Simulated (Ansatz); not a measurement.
## Relaxing Ti3O

Computed with DFT r2SCAN, scalar-relativistic, plane waves, PAW (Ansatz 0.2.0).

The start is a database structure of Ti3O, space group P6_3/mcm (No. 193).

Input of the last, converged step (default PAW datasets):

```yaml
crystal:
  lattice:
    - [5.1268456201, 0.0, 0.0]
    - [-2.5634228101, 4.4399785483, 0.0]
    - [0.0, 0.0, 4.911188]
  atoms:
    - { symbol: Ti, position: [0.0, 0.670293, 0.75] }
    - { symbol: Ti, position: [0.0, 0.329707, 0.25] }
    - { symbol: Ti, position: [0.670293, 0.0, 0.75] }
    - { symbol: Ti, position: [0.670293, 0.670293, 0.25] }
    - { symbol: Ti, position: [0.329707, 0.329707, 0.75] }
    - { symbol: Ti, position: [0.329707, 0.0, 0.25] }
    - { symbol: O, position: [0.0, 0.0, 0.5] }
    - { symbol: O, position: [0.0, 0.0, 0.0] }
basis:
  ecutwfc: 500
kpoints:
  mp_grid: { grid: [12, 12, 8] }
hamiltonian:
  xc: r2scan
scf:
  occupations: { method: gaussian, width: 0.1 }
output:
  forces: true
  stress: true
  eigenvalues: true
relax:
  adjacent_minimum: "off"
  f_tol: 0.01
  max_steps: 80
  cell: { stress_tol: 0.05 }
```

Launched as:

```bash
ansatz run input.yaml --threads 1 --pin off --max-ram 2560MiB --backend cpu --events-out ev --progress --plain --runs-dir out
```

The run took 3 min on 1 thread of Intel(R) Xeon(R) 6975P-C (Granite Rapids), on a shared host, peak memory 0.97 GiB.

The program printed at the end:

```
SCF converged after 5 iterations
Free energy (F): -16169.608736 eV
Harris-Foulkes:  -16169.608736 eV  (|F-HF|=7.28e-12)
Internal energy: -16169.585601 eV  (E = F + TS)
E sigma→0 (E₀):  -16169.597168 eV
Entropy (-TS):   -0.023134 eV (-2.892 meV/atom)
Fermi energy:    14.316073 eV
--- Per-component energies (eV) ---
  E_band       = -981.419986
  E_kinetic    = 1994.498749
  E_local      = -5598.686882  (includes V_loc(G=0)·N_el)
  E_nonlocal   = 136.694224
  E_hartree    = 2291.634138
  E_xc         = -707.438696
  E_vxc        = -1011.836109  (∫ρ·V_xc dr)
  E_paw        = -6659.959859  (= ΣΔE_a)
  E_vpaw       = -1153.197816  (= ΣTr[D̂ρ^β])
  E_aug_tail   = 0.002520  (compensation charges beyond the density's cutoff)
  E_vtau       = 67.837025  (kinetic-family band-sum trace: ∫τ·v_τ [+ j·A + Jᵃ·Aᵃ] dr)
  E_ewald      = -7624.745171
  E_core_change = -1.584625  (= ΣΔE_core)
  E_smearing   = -0.023134  (= −TS)
  E_closure    =  0.000000  (closes the sum)
  Σ components = -16169.608736   (vs F -16169.608736, Δ=0.00e0)
--- Forces (eV/Å), atoms counted from 1 ---
  atom   1  Ti    -0.00063219     0.00109499     0.00000000
  atom   2  Ti     0.00063219    -0.00109499     0.00000000
  atom   3  Ti     0.00126438     0.00000000     0.00000000
  atom   4  Ti     0.00063219     0.00109499     0.00000000
  atom   5  Ti    -0.00063219    -0.00109499     0.00000000
  atom   6  Ti    -0.00126438     0.00000000     0.00000000
  atom   7  O      0.00000000     0.00000000     0.00000000
  atom   8  O      0.00000000     0.00000000     0.00000000
  max |Σ_I F_I| component: 6.46e-17 eV/Å
--- Stress (GPa, compression-positive) ---
       -0.014272       0.000000       0.000000
        0.000000      -0.014272       0.000000
        0.000000       0.000000      -0.002983
  P = ⅓ Tr σ = -0.0105 GPa (-0.105 kbar)
--- Relaxed structure (5 steps of the walk, 5 accepted, 1 SCFs on fresh bases) ---
  F+E_penalty+E_count = -16169.60873552 eV   max|allowed force component| = 1.264e-3 eV/Å   (the final SCF, on the basis selected at the relaxed cell)
  cell:  # Å, volume = 110.5656 Å³
    - [5.128424, 0.000000, 0.0]
    - [-2.564212, 4.441345, 0.0]
    - [0.0, 0.0, 4.854243]
  atoms:
    - { symbol: Ti, position: [0.000000, 0.671711, 0.750000] }
    - { symbol: Ti, position: [0.0, 0.328289, 0.25] }
    - { symbol: Ti, position: [0.671711, 0.000000, 0.750000] }
    - { symbol: Ti, position: [0.671711, 0.671711, 0.25] }
    - { symbol: Ti, position: [0.328289, 0.328289, 0.750000] }
    - { symbol: Ti, position: [0.328289, 0.000000, 0.25] }
    - { symbol: O, position: [0.000000, 0.000000, 0.5] }
    - { symbol: O, position: [0.000000, 0.000000, 0.000000] }
```

Absolute energies hang on the potentials; compare differences alone.

The result has space group P6_3/mcm (No. 193). Ti is coordinated by 2 O at 2.08 Å; O has 6 Ti at 2.08 Å and 2 O at 2.43 Å.

Against the elements it lies at -1.43 eV/atom. Energies over the elements count from the elements' standard structures at the same level (O₂ as a molecule), with no empirical corrections.

For metals, differences of a few meV/atom aren't resolved.

A structure relaxed within its symmetry needn't be a true minimum.